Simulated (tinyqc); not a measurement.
LCCD on RHF in the sto-3g basis, for CH3+, spin multiplicity 1, step by step (part 2 of 2). Computed by tinyqc, a small Python program that keeps every step (integrals from PySCF). Command: `OMP_NUM_THREADS=1 python tinyqc.py 22654 22655 out.jsonl` (the two numbers bound the seeds that draw the settings). One thread of a shared host (Intel(R) Xeon(R) Processor @ 2.60GHz), about 0.1 s of CPU time with the checks.

Geometry (angstrom):
```
atom          x          y         z
C      0.000000   0.000000  0.008000
H      1.185000   0.000000  0.000000
H     -0.593000   1.026000  0.000000
H     -0.593000  -1.026000  0.000000
```

## Convergence

Stop when the energy changes by less than 1e-10 hartree and every element of the error matrix X^T (F D S - S D F) X is below 3e-06.

Course of the cycle:
```
iteration   E (hartree)     change  largest element of the error matrix
1          -36.92229521          -                             6.77e-01
2          -38.75664945  -1.83e+00                             9.60e-02
3          -38.77054147  -1.39e-02                             5.43e-03
4          -38.77057499  -3.35e-05                             5.65e-04
5          -38.77057602  -1.03e-06                             1.62e-04
6          -38.77057604  -1.70e-08                             1.91e-06
7          -38.77057604  -4.89e-12                             1.39e-07
```

PySCF RHF in the same basis = -38.77057604 hartree

Converged in 7 iterations.

## Integrals over molecular orbitals

coefficients C, order 1C 1s, 1C 2s, 1C 2px, 1C 2py, 1C 2pz, 2H 1s, 3H 1s, 4H 1s:
$$\begin{pmatrix}
0.993161 & -0.233908 & -0.000041 & 0.000000 & -0.002278 & -0.207893 & 0.000000 & 0.000214 \\
0.029782 & 0.756980 & 0.000150 & 0.000000 & 0.011270 & 1.209920 & 0.000000 & -0.001267 \\
-0.000002 & -0.000090 & 0.639724 & 0.000000 & 0.000000 & 0.000850 & 0.000000 & 1.025858 \\
0.000000 & 0.000000 & 0.000000 & 0.639780 & 0.000000 & 0.000000 & 1.025524 & 0.000000 \\
-0.000041 & -0.001653 & 0.000000 & 0.000000 & 0.999928 & -0.013463 & 0.000000 & 0.000012 \\
-0.005479 & 0.178979 & 0.423036 & 0.000000 & -0.004557 & -0.704054 & 0.000000 & -0.955719 \\
-0.005479 & 0.178981 & -0.211532 & 0.366432 & -0.004553 & -0.702484 & -0.828232 & 0.479045 \\
-0.005479 & 0.178981 & -0.211532 & -0.366432 & -0.004553 & -0.702484 & 0.828232 & 0.479045
\end{pmatrix}$$

core Hamiltonian H = T + V (hartree), order 1C 1s, 1C 2s, 1C 2px, 1C 2py, 1C 2pz, 2H 1s, 3H 1s, 4H 1s:
$$\begin{pmatrix}
-19.101246 & -4.610832 & 0.000011 & 0.000000 & 0.000290 & -0.935106 & -0.935016 & -0.935016 \\
-4.610832 & -6.032761 & 0.000115 & 0.000000 & 0.003089 & -2.277510 & -2.277412 & -2.277412 \\
0.000011 & 0.000115 & -5.038965 & 0.000000 & -0.000001 & -1.945823 & 0.973719 & 0.973719 \\
0.000000 & 0.000000 & 0.000000 & -5.038782 & 0.000000 & 0.000000 & -1.684632 & 1.684632 \\
0.000290 & 0.003089 & -0.000001 & 0.000000 & -4.877400 & 0.013786 & 0.013786 & 0.013786 \\
-0.935106 & -2.277510 & -1.945823 & 0.000000 & 0.013786 & -3.621663 & -0.546702 & -0.546702 \\
-0.935016 & -2.277412 & 0.973719 & -1.684632 & 0.013786 & -0.546702 & -3.621675 & -0.547305 \\
-0.935016 & -2.277412 & 0.973719 & 1.684632 & 0.013786 & -0.546702 & -0.547305 & -3.621675
\end{pmatrix}$$

Given earlier and not repeated: Two-electron integrals (ij|kl) in chemists' order.

(pq|rs) = sum C_ip C_jq C_kr C_ls (ij|kl), one index at a time.

one-electron integrals over orbitals h = C^T H C (hartree):
$$\begin{pmatrix}
-19.086653 & 0.370623 & 0.000070 & 0.000000 & 0.003895 & 0.303630 & 0.000000 & -0.000301 \\
0.370623 & -4.938832 & 0.000009 & 0.000000 & -0.004346 & -0.844415 & 0.000000 & 0.001040 \\
0.000070 & 0.000009 & -4.467952 & 0.000000 & -0.000002 & -0.000921 & 0.000000 & -0.920927 \\
0.000000 & 0.000000 & 0.000000 & -4.467832 & 0.000000 & 0.000000 & -0.920697 & 0.000000 \\
0.003895 & -0.004346 & -0.000002 & 0.000000 & -4.877287 & 0.011809 & 0.000000 & -0.000009 \\
0.303630 & -0.844415 & -0.000921 & 0.000000 & 0.011809 & -3.526043 & 0.000000 & -0.000204 \\
0.000000 & 0.000000 & 0.000000 & -0.920697 & 0.000000 & 0.000000 & -3.793610 & 0.000000 \\
-0.000301 & 0.001040 & -0.920927 & 0.000000 & -0.000009 & -0.000204 & 0.000000 & -3.793625
\end{pmatrix}$$

Two-electron integrals over orbitals (pq|rs), unique and non-zero (hartree):
```
(11|11) 3.507231    (21|11) -0.309439   (21|21) 0.043019    (22|11) 0.736557
(22|21) -0.010896   (22|22) 0.520416    (31|11) -0.000054   (31|21) 0.000006
(31|22) -0.000007   (31|31) 0.010148    (32|11) 0.000021    (32|21) -3.57e-06
(32|22) -0.000027   (32|31) 0.015661    (32|32) 0.117397    (33|11) 0.649491
(33|21) -0.004742   (33|22) 0.498270    (33|31) 0.002911    (33|32) 0.044114
(33|33) 0.531741    (41|41) 0.010149    (42|41) 0.015661    (42|42) 0.117383
(43|41) -0.002907   (43|42) -0.044096   (43|43) 0.040950    (44|11) 0.649500
(44|21) -0.004742   (44|22) 0.498281    (44|31) -0.002912   (44|32) -0.044114
(44|33) 0.449831    (44|44) 0.531732    (51|11) -0.002997   (51|21) 0.000377
(51|22) -0.000244   (51|31) 7.64e-08    (51|32) -1.26e-08   (51|33) -0.000103
(51|44) -0.000103   (51|51) 0.021707    (52|11) 0.001969    (52|21) -0.000137
(52|22) -0.000016   (52|31) -2.35e-08   (52|32) -3.78e-08   (52|33) 0.000113
(52|44) 0.000113    (52|51) 0.025173    (52|52) 0.100847    (53|11) 5.61e-07
(53|21) -3.89e-08   (53|22) 6.55e-08    (53|31) 0.000068    (53|32) -0.000174
(53|33) -0.000274   (53|44) 0.000275    (53|51) 4.28e-06    (53|52) 0.000013
(53|53) 0.023436    (54|41) 0.000068    (54|42) -0.000174   (54|43) 0.000274
(54|54) 0.023436    (55|11) 0.851974    (55|21) -0.009624   (55|22) 0.555264
(55|31) -1.76e-06   (55|32) 0.000012    (55|33) 0.504211    (55|44) 0.504213
(55|51) 0.000368    (55|52) 0.002499    (55|53) 5.71e-07    (55|55) 0.672823
(61|11) -0.269512   (61|21) 0.038035    (61|22) -0.009119   (61|31) 0.000018
(61|32) 0.000015    (61|33) -0.003829   (61|44) -0.003834   (61|51) 0.000100
(61|52) -0.000376   (61|53) 1.04e-08    (61|55) -0.006973   (61|61) 0.033670
(62|11) 0.259801    (62|21) -0.009524   (62|22) 0.083842    (62|31) 0.000007
(62|32) 0.000020    (62|33) 0.056467    (62|44) 0.056526    (62|51) -0.000365
(62|52) -0.000369   (62|53) 5.52e-07    (62|55) 0.133618    (62|61) -0.007892
(62|62) 0.071620    (63|11) 0.000267    (63|21) -0.000007   (63|22) 0.000093
(63|31) 0.005033    (63|32) -0.026580   (63|33) -0.032665   (63|44) 0.032800
(63|51) -4.48e-08   (63|52) 9.56e-07    (63|53) 0.000352    (63|55) 0.000133
(63|61) 2.15e-07    (63|62) 0.000123    (63|63) 0.058804    (64|41) 0.005045
(64|42) -0.026441   (64|43) 0.032695    (64|54) 0.000352    (64|64) 0.058663
(65|11) -0.002769   (65|21) -0.000019   (65|22) -0.001424   (65|31) 1.56e-07
(65|32) 1.17e-06    (65|33) -0.000746   (65|44) -0.000748   (65|51) 0.020322
(65|52) 0.068952    (65|53) 0.000028    (65|55) -0.000889   (65|61) -0.000238
(65|62) -0.001671   (65|63) -1.72e-06   (65|65) 0.051913    (66|11) 0.596990
(66|21) -0.008811   (66|22) 0.450702    (66|31) 0.000021    (66|32) 0.000210
(66|33) 0.449564    (66|44) 0.449334    (66|51) -0.000588   (66|52) -0.001660
(66|53) -1.53e-06   (66|55) 0.459550    (66|61) -0.007134   (66|62) 0.027823
(66|63) -0.000102   (66|65) -0.001551   (66|66) 0.445309    (71|41) 0.013653
(71|42) 0.019494    (71|43) -0.003182   (71|54) 0.000094    (71|64) 0.006532
(71|71) 0.018433    (72|41) 0.010591    (72|42) 0.020425    (72|43) 0.017996
(72|54) 0.000521    (72|64) 0.042905    (72|71) 0.013539    (72|72) 0.048654
(73|41) 0.003084    (73|42) 0.044841    (73|43) -0.014276   (73|54) -0.000268
(73|64) -0.029026   (73|71) 0.004167    (73|72) -0.005877   (73|73) 0.035314
(74|11) 0.265440    (74|21) -0.005831   (74|22) 0.093755    (74|31) 0.003082
(74|32) 0.044855    (74|33) 0.083550    (74|44) 0.055009    (74|51) 0.000006
(74|52) 0.000996    (74|53) -0.000268   (74|55) 0.131904    (74|61) -0.004683
(74|62) 0.075885    (74|63) -0.029020   (74|65) -0.000738   (74|66) 0.028263
(74|74) 0.121543    (75|41) 0.000165    (75|42) 0.001172    (75|43) -0.000496
(75|54) 0.018453    (75|64) -0.000560   (75|71) 0.000216    (75|72) 0.000138
(75|73) 0.000527    (75|75) 0.018423    (76|41) 0.012790    (76|42) 0.105963
(76|43) -0.051294   (76|54) -0.000560   (76|64) -0.053757   (76|71) 0.016332
(76|72) -0.007405   (76|73) 0.055635    (76|75) 0.001121    (76|76) 0.126216
(77|11) 0.686519    (77|21) -0.007969   (77|22) 0.485705    (77|31) 0.000037
(77|32) -0.031792   (77|33) 0.445065    (77|44) 0.516861    (77|51) -0.000075
(77|52) 0.000267    (77|53) 0.000399    (77|55) 0.494819    (77|61) -0.006232
(77|62) 0.051460    (77|63) 0.043058    (77|65) -0.000476   (77|66) 0.457773
(77|74) 0.043577    (77|77) 0.530660    (81|11) 0.000277    (81|21) -0.000041
(81|22) 3.22e-06    (81|31) 0.013656    (81|32) 0.019500    (81|33) 0.003194
(81|44) -0.003185   (81|51) -1.37e-07   (81|52) 3.30e-07    (81|53) 0.000094
(81|55) 0.000007    (81|61) -0.000019   (81|62) 0.000019    (81|63) 0.006519
(81|65) 4.08e-07    (81|66) 0.000036    (81|74) 0.004172    (81|77) 0.000381
(81|81) 0.018443    (82|11) -0.000307   (82|21) 0.000009    (82|22) -0.000114
(82|31) 0.010593    (82|32) 0.020437    (82|33) -0.018040   (82|44) 0.017900
(82|51) 3.35e-07    (82|52) 1.36e-07    (82|53) 0.000521    (82|55) -0.000157
(82|61) 0.000020    (82|62) -0.000033   (82|63) 0.042905    (82|65) 1.59e-06
(82|66) -0.000071   (82|74) -0.005959   (82|77) 0.028480    (82|81) 0.013544
(82|82) 0.048648    (83|11) 0.265489    (83|21) -0.005831   (83|22) 0.093798
(83|31) -0.003084   (83|32) -0.044768   (83|33) 0.055069    (83|44) 0.083538
(83|51) 0.000006    (83|52) 0.000996    (83|53) 0.000268    (83|55) 0.131926
(83|61) -0.004691   (83|62) 0.075901    (83|63) 0.029133    (83|65) -0.000740
(83|66) 0.028045    (83|74) 0.053800    (83|77) 0.078575    (83|81) -0.004162
(83|82) 0.005754    (83|83) 0.121457    (84|41) 0.003075    (84|42) 0.044841
(84|43) -0.014300   (84|54) -0.000268   (84|64) -0.029079   (84|71) 0.004155
(84|72) -0.005927   (84|73) 0.032492    (84|75) 0.000527    (84|76) 0.055668
(84|84) 0.035356    (85|11) 2.20e-06    (85|21) 8.60e-09    (85|22) 9.54e-07
(85|31) 0.000165    (85|32) 0.001172    (85|33) 0.000497    (85|44) -0.000496
(85|51) -0.000021   (85|52) -0.000072   (85|53) 0.018456    (85|55) 5.03e-07
(85|61) 4.34e-07    (85|62) 1.52e-06    (85|63) -0.000562   (85|65) -0.000036
(85|66) 3.86e-06    (85|74) 0.000528    (85|77) -0.000431   (85|81) 0.000216
(85|82) 0.000138    (85|83) -0.000526   (85|85) 0.018427    (86|11) 0.000052
(86|21) 3.65e-07    (86|22) 3.03e-06    (86|31) 0.012791    (86|32) 0.106052
(86|33) 0.051407    (86|44) -0.051359   (86|51) 4.87e-07    (86|52) 1.59e-06
(86|53) -0.000561   (86|55) 0.000023    (86|61) 0.000016    (86|62) 6.77e-07
(86|63) -0.054008   (86|65) 2.46e-06    (86|66) 0.000273    (86|74) 0.055707
(86|77) -0.051979   (86|81) 0.016338    (86|82) -0.007452   (86|83) -0.055563
(86|85) 0.001123    (86|86) 0.126469    (87|41) 0.000028    (87|42) -0.031888
(87|43) 0.035956    (87|54) 0.000399    (87|64) 0.043008    (87|71) 0.000360
(87|72) 0.028568    (87|73) -0.017570   (87|75) -0.000432   (87|76) -0.052030
(87|84) -0.017608   (87|87) 0.042995    (88|11) 0.686631    (88|21) -0.007973
(88|22) 0.485723    (88|31) -0.000067   (88|32) 0.031559    (88|33) 0.516774
(88|44) 0.445187    (88|51) -0.000075   (88|52) 0.000267    (88|53) -0.000397
(88|55) 0.494857    (88|61) -0.006236   (88|62) 0.051411    (88|63) -0.042823
(88|65) -0.000475   (88|66) 0.458022    (88|74) 0.078499    (88|77) 0.445023
(88|81) -0.000403   (88|82) -0.028597   (88|83) 0.043793    (88|85) 0.000429
(88|86) 0.051749    (88|88) 0.530487
```

## LCCD: starting amplitudes

orbital energies (hartree): MO1 -11.571641, MO2 -1.229997, MO3 -0.909523, MO4 -0.909358, MO5 -0.215390, MO6 0.144377, MO7 0.250744, MO8 0.251102

t_ij^ab = <ij||ab> / (e_i + e_j - e_a - e_b), whose energy is MP2.

Starting amplitudes (spin orbitals 1a, 1b, ...; amplitudes related by a flip of all spins are not repeated; the 24 largest):
```
from      to          t
4a 4b  7a 7b  -0.052385
3a 3b  8a 8b  -0.052324
2a 2b  5a 5b  -0.049698
2a 3b  6a 8b  -0.029941
2a 4b  6a 7b  -0.029941
3a 3b  6a 6b  -0.027898
4a 4b  6a 6b  -0.027836
2a 2b  6a 6b  -0.026056
3a 4b  7b 8a   0.023182
2a 4b  6b 7a   0.016929
2a 3b  6b 8a   0.016925
4a 4b  5a 5b  -0.016885
3a 3b  5a 5b  -0.016882
2a 2b  7a 7b  -0.016429
2a 2b  8a 8b  -0.016423
4a 4b  8a 8b  -0.015234
3a 3b  7a 7b  -0.015218
3a 4b  7a 8b  -0.014001
3a 3b  6a 8b  -0.013155
4a 4b  6a 8b   0.013133
3a 4b  6b 7a  -0.013110
3a 4b  6a 7b   0.013107
2a 3a  6a 8a  -0.013016
2a 4a  6a 7a  -0.013013
```

correlation energy = -0.04734149 hartree

## LCCD: amplitude update 1

t_ij^ab D_ij^ab are set to the remaining terms of the spin-orbital equations, evaluated with the old amplitudes; for the doubles these are <ij||ab> + 1/2 <ab||ef> t_ij^ef + 1/2 <mn||ij> t_mn^ab + P(ij)P(ab) <mb||ej> t_im^ae, D the orbital-energy denominators (linear CCD).

Amplitudes after update 1 (spin orbitals 1a, 1b, ...; amplitudes related by a flip of all spins are not repeated; the 24 largest):
```
from      to          t
4a 4b  7a 7b  -0.067929
3a 3b  8a 8b  -0.067841
2a 2b  5a 5b  -0.066925
2a 3b  6a 8b  -0.038387
2a 4b  6a 7b  -0.038384
3a 3b  6a 6b  -0.037134
4a 4b  6a 6b  -0.037047
2a 2b  6a 6b  -0.030267
3a 4b  7b 8a   0.028819
2a 4b  6b 7a   0.025163
2a 3b  6b 8a   0.025159
3a 4b  7a 8b  -0.021430
2a 2b  7a 7b  -0.019890
2a 2b  8a 8b  -0.019883
4a 4b  5a 5b  -0.019506
3a 3b  5a 5b  -0.019497
3a 3b  6a 8b  -0.018330
4a 4b  6a 8b   0.018304
3a 4b  6a 7b   0.018268
3a 4b  6b 7a  -0.018268
4a 4b  8a 8b  -0.017723
3a 3b  7a 7b  -0.017701
2a 3a  6a 8a  -0.013228
2a 4a  6a 7a  -0.013221
```

correlation energy = -0.06117251 hartree

## LCCD: convergence

E_corr = 1/4 sum <ij||ab> t_ij^ab; stop when the norm of the change is below 1e-8.

Course of the amplitude iterations:
```
update  correlation energy (hartree)  norm of the change
0                        -0.04734149                   -
1                        -0.06117251            8.94e-02
2                        -0.06580198            3.35e-02
3                        -0.06856740            1.39e-02
4                        -0.06858677            2.48e-03
5                        -0.06859513            4.78e-04
6                        -0.06859504            8.68e-05
7                        -0.06859461            3.58e-05
8                        -0.06859455            4.14e-06
9                        -0.06859452            9.71e-07
10                       -0.06859449            3.78e-07
11                       -0.06859449            8.81e-08
12                       -0.06859449            2.37e-08
13                       -0.06859449            9.83e-09
```

Converged amplitudes (spin orbitals 1a, 1b, ...; amplitudes related by a flip of all spins are not repeated; the 24 largest):
```
from      to          t
2a 2b  5a 5b  -0.078646
4a 4b  7a 7b  -0.077532
3a 3b  8a 8b  -0.077424
3a 3b  6a 6b  -0.043003
4a 4b  6a 6b  -0.042901
2a 3b  6a 8b  -0.042162
2a 4b  6a 7b  -0.042157
2a 2b  6a 6b  -0.032540
3a 4b  7b 8a   0.031649
2a 4b  6b 7a   0.030990
2a 3b  6b 8a   0.030984
3a 4b  7a 8b  -0.028206
2a 2b  7a 7b  -0.021213
2a 2b  8a 8b  -0.021208
3a 3b  6a 8b  -0.021039
4a 4b  6a 8b   0.021012
3a 4b  6a 7b   0.020970
3a 4b  6b 7a  -0.020965
4a 4b  8a 8b  -0.017722
3a 3b  7a 7b  -0.017697
4a 4b  5a 5b  -0.015305
3a 3b  5a 5b  -0.015289
2a 3a  6a 8a  -0.011177
2a 4a  6a 7a  -0.011167
```

LCCD total energy = -38.83917052 hartree

Converged in 13 updates, with DIIS from the third.
